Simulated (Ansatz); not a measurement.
HAl–BeH, doublet in 6-31G: errors against full CI

Geometry: a point of a bend scan, not a stationary point.

```xyz
4

Al    0.0000   -0.2258    0.5929
Be    0.0000    0.4820   -1.6154
H     0.0000    1.0813    1.5208
H     0.0000    0.6537   -2.9491
```

Basis 6-31G; Ansatz 0.2.0. Only valence electrons are correlated (noble-gas cores frozen), which leaves 7 electrons in 20 orbitals. Prefix R: restricted or restricted open-shell reference; prefix U: unrestricted. Active spaces: pair = (3e, 3o) about the gap; valence = (7e, 10o) chosen from the atoms' valence shells.

Full CI is exact within this basis and frozen core; it isn't the basis-set limit. The frozen core follows each run's orbitals, which can shift R against U totals by a few meV.

For open shells CISD is restricted-active-space CI with the open shells as a complete middle space.

```
UHF ⟨S²⟩                          : 0.764
T1 diagnostic (RCCSD)             : 0.0284
largest doubles amplitude (RCCSD) : 0.041
T1 diagnostic (UCCSD)             : 0.0187
```

```json
{"level": "RHF", "E − E(full CI) (kcal/mol)": "45.07", "share of correlation (%)": "0.00", "wall time": "–"}
{"level": "UHF", "E − E(full CI) (kcal/mol)": "44.10", "share of correlation (%)": "2.16", "wall time": "–"}
{"level": "RMP2", "E − E(full CI) (kcal/mol)": "14.93", "share of correlation (%)": "66.88", "wall time": "–"}
{"level": "UMP2", "E − E(full CI) (kcal/mol)": "14.64", "share of correlation (%)": "67.51", "wall time": "–"}
{"level": "CISD", "E − E(full CI) (kcal/mol)": "2.96", "share of correlation (%)": "93.42", "wall time": "0.33 s"}
{"level": "RCCSD", "E − E(full CI) (kcal/mol)": "1.19", "share of correlation (%)": "97.36", "wall time": "–"}
{"level": "UCCSD", "E − E(full CI) (kcal/mol)": "1.15", "share of correlation (%)": "97.44", "wall time": "–"}
{"level": "RCCSD(T)", "E − E(full CI) (kcal/mol)": "0.44", "share of correlation (%)": "99.03", "wall time": "0.45 s"}
{"level": "UCCSD(T)", "E − E(full CI) (kcal/mol)": "0.42", "share of correlation (%)": "99.06", "wall time": "0.48 s"}
{"level": "BCCD(T)", "E − E(full CI) (kcal/mol)": "0.42", "share of correlation (%)": "99.06", "wall time": "0.51 s"}
{"level": "RCCSDT", "E − E(full CI) (kcal/mol)": "0.04", "share of correlation (%)": "99.90", "wall time": "–"}
{"level": "UCCSDT", "E − E(full CI) (kcal/mol)": "0.04", "share of correlation (%)": "99.91", "wall time": "–"}
{"level": "RCCSDT(Q)", "E − E(full CI) (kcal/mol)": "0.01", "share of correlation (%)": "99.97", "wall time": "1.9 s"}
{"level": "UCCSDT(Q)", "E − E(full CI) (kcal/mol)": "0.01", "share of correlation (%)": "99.98", "wall time": "1.7 s"}
{"level": "RCCSDTQ", "E − E(full CI) (kcal/mol)": "0.00", "share of correlation (%)": "100.00", "wall time": "17 s"}
{"level": "CASSCF (pair space)", "E − E(full CI) (kcal/mol)": "35.50", "share of correlation (%)": "21.24", "wall time": "–"}
{"level": "NEVPT2 (pair space)", "E − E(full CI) (kcal/mol)": "12.54", "share of correlation (%)": "72.17", "wall time": "0.33 s"}
{"level": "MRCISD (pair space)", "E − E(full CI) (kcal/mol)": "2.05", "share of correlation (%)": "95.44", "wall time": "–"}
{"level": "MRCISD+Q (pair space)", "E − E(full CI) (kcal/mol)": "-0.02", "share of correlation (%)": "100.04", "wall time": "0.7 s"}
{"level": "CASSCF (valence space)", "E − E(full CI) (kcal/mol)": "10.14", "share of correlation (%)": "77.51", "wall time": "–"}
{"level": "NEVPT2 (valence space)", "E − E(full CI) (kcal/mol)": "3.53", "share of correlation (%)": "92.17", "wall time": "2.1 s"}
{"level": "MRCISD (valence space)", "E − E(full CI) (kcal/mol)": "0.28", "share of correlation (%)": "99.38", "wall time": "–"}
{"level": "MRCISD+Q (valence space)", "E − E(full CI) (kcal/mol)": "0.14", "share of correlation (%)": "99.69", "wall time": "4.4 s"}
```

The correlation energy at full CI, counted from RHF, is -1.954 eV. That run took 14 s on 1 thread of AMD EPYC 9B14, shared host over 2,782,032 determinants.

Times hold each run's SCF and search for its determinant on a shared host, so for small cases they say little of a method's own cost; they ran on 1 thread of AMD EPYC 9B14.

The full-CI state has the irrep A' of Cs, in the program's axes.

Natural occupations of full CI about the gap: 1.966 1.962 1.934 0.992 0.035 0.025 0.024 0.016 0.015 0.010; effectively unpaired electrons, Σ n²(2−n)², 1.04.
